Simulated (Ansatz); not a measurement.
# Multireference treatment of BH4 (charge -1), singlet

Calculated in Ansatz's Gaussian-basis code. Basis cc-pVDZ, nonrelativistic, 1 orbital frozen in the corrections. State-specific CASSCF; RHF is the lowest restricted (open-shell) Hartree–Fock solution met. Solutions may break the symmetry of the shape. Lower solutions, or ones in other orbitals, may exist.

Geometry:

```tsv
atom	x (Å)	y (Å)	z (Å)
B	0.0000	0.0000	0.0000
H	0.7808	0.7808	0.7808
H	0.7808	-0.7808	-0.7808
H	-0.7808	0.7808	-0.7808
H	-0.7808	-0.7808	0.7808
```

(1) What do CASSCF and its corrections give against RHF in CAS(8,8), and what are the occupations?

Answers

(1) CASSCF -1.816 eV, SC-NEVPT2 -3.751 eV; occupations 1.98, 1.97, 1.97, 1.97, 0.03, 0.02, 0.02, 0.02.
